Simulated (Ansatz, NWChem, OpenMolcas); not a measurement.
# Worked example: C4H6 → C4H4 + H2

Species: C4H6 (1,3-butadiene) `C=CC=C`, singlet; C4H4 (1-buten-3-yne) `C#CC=C`, singlet; H2 (hydrogen), singlet. 

Shapes, held fixed at every level: PBE0-D4/def2-TZVP. Flexible molecules stand in one conformer, not always the lowest. Programs: Ansatz 0.2.0, NWChem 7.3.0, OpenMolcas 26.06. A level may come from different programs for different species; with the same settings they agree closely. Electronic energies: no zero-point or thermal term.

At PBE0/def2-SVP; 1 Eh = 2625.50 kJ/mol:

```
species  energy (Eh)
   C4H6  -155.679969
   C4H4  -154.424620
     H2    -1.163616
```

Task: Work out ΔE of the reaction at this level.

Result: 
1. Products less reactants: (-154.424620) + (-1.163616) − [(-155.679969)] = 0.091733 Eh = +240.8 kJ/mol.

Other levels give +211.1 (HF/3-21G) to +261.6 kJ/mol (HF/STO-3G). No measured value is set beside it here. The median of the other levels is +220.7 kJ/mol.
